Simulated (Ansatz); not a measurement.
## Ansatz (development build ahead of 0.2.0) run

```yaml
crystal:
  periodic: [false, false, false]
  atoms:
    - { symbol: C, position_ang: [-0.34932, 0.40225, -0.1921] }
    - { symbol: H, position_ang: [-0.11174, 1.48958, -0.12103] }
    - { symbol: O, position_ang: [0.31044, -0.47499, 0.15992] }
basis:
  gaussian: { orbitals: def2-SVP }
magnetization:
  spin_polarized: true
  initial_magnetization: 1
hamiltonian:
  xc: hf
correlation:
  method: mp2
  frozen_orbitals: { C: 1, H: 0, O: 1 }
output:
  forces: true
```

The input is written out in the form of the current development build from the run's settings.

Results

```yaml
Converged: yes
Reference_energy: -113.16016 hartree
Correlation_energy: -0.29163 hartree
Total_energy: -113.45178 hartree
Spin_squared_of_the_determinant: 0.762
Stability_test: minimum
```

Forces (eV/Å):
```csv
atom,Fx,Fy,Fz
C1,-2.199,1.998,-1.136
H2,0.215,0.446,0.086
O3,1.984,-2.444,1.051
```
